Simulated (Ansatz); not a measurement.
Compare A (`CC1=C(F)C1`) with its isomer B (`C#CCCF`).

Isolated molecules relaxed with PBE0-D4/def2-TZVP in Ansatz; ΔE leaves out vibrations. CBS: MP2 limit from def2 TZ/QZ plus the TZ coupled-cluster correction, frozen cores. Functionals use def2-TZVPP. B3LYP here is the variant with VWN-RPA as its local correlation; programs differ in this. Each species was taken in one conformer, which may not be the lowest.

Problem. Which is lower in electronic energy at CCSD(T)/CBS, and by how much? (Estimate.)

Solution. The calculation gave: B, by 87.2 kJ/mol.

Problem. Give E(B) − E(A) in kJ/mol with MP2/def2-TZVPP, ωB97M-V, BLYP-D4, LDA (SPW92), CCSD(T)/def2-SVP, PBE0-D4, B3LYP. (Estimate.)

Solution. Computed: MP2/def2-TZVPP -83.0, ωB97M-V -75.1, BLYP-D4 -76.6, LDA (SPW92) -34.5, CCSD(T)/def2-SVP -69.8, PBE0-D4 -52.9, B3LYP -77.6. None reverses the order clearly.

Problem. Does the order hold for the free energy at 298.15 K (harmonic terms from PBE0-D4)? (Estimate.)

Solution. Computed: Yes: G(B) − G(A) = -87.3 kJ/mol, for one conformer each.

Largest T1 diagnostic: 0.011.

From BLYP to BHLYP (50 % exact exchange), in def2-TZVPP and without D4, E(B) − E(A) moves by −8.4 kJ/mol. In def2-TZVPP, CCSD(T) changes the Hartree–Fock value by +21.8 kJ/mol (the triples alone add +3.3 kJ/mol) and MP2 by +23.9 kJ/mol.
